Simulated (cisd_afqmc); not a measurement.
Input (AFQMC/CISD/aug-cc-pVDZ; cisd_afqmc is a phaseless AFQMC code with CISD trial states that reads the integrals written by Ansatz):

Ansatz 0.2 input:
```python
import cisd_afqmc

open("ham.yaml", "w").write("""\
crystal:
  periodic: [false, false, false]
  atoms:
    - {symbol: H, position_ang: [0.00000000, 0.00000000, 0.00000000]}
    - {symbol: H, position_ang: [-0.00000000, -0.00000000, -0.92947400]}
    - {symbol: H, position_ang: [0.00000000, 0.00000000, 0.92947400]}
basis:
  gaussian:
    orbitals: aug-cc-pVDZ
magnetization: {spin_polarized: true, initial_magnetization: 1}
correlation: {method: ccsd, electrons: outside_noble_gas, hamiltonian_folder: ham}
""")
rep = cisd_afqmc.ansatz("ham.yaml")
e_ccsd = rep["correlation"]["coupled_cluster"]["energy"]["hartree"]
out = cisd_afqmc.run("ham", e_ccsd, trial="CISD", walkers=200, populations=8, threads=8, dt=0.005, steps=40, early=24, settle=10, least=32,
    cut=5e-5, rank_cut=2e-4, target=0.0004, seconds=1500, seed=1, memory=17280, gpu=False)
```

Output:

```
orbitals 27, occupied [2, 1], factors 94 of 253, rank of the doubles 41 of 76
E(HF) = -1.601331
E(CCSD) on the cut factors = -1.648823, shift to the whole factors -0.000004
Energy of the trial state on the determinant = -1.648751
  tau behind 7.2 of longer steps, mean of the populations' last blocks
   2.0  -1.64930
   4.0  -1.64936
   6.0  -1.64934
   8.0  -1.64933
blocks 259 (1 outliers left out), error by blocks joined: 1: 0.00001, 2: 0.00001, 4: 0.00001, 8: 0.00001, 16: 0.00002
E(AFQMC/CISD) = -1.64933 +/- 0.00002
```

The determinant is spin-contaminated: <S^2> is 0.79, 0.04 over the pure value.

The error still grows at the longest joins of blocks, or few joins were possible, so the printed bar may be too narrow.
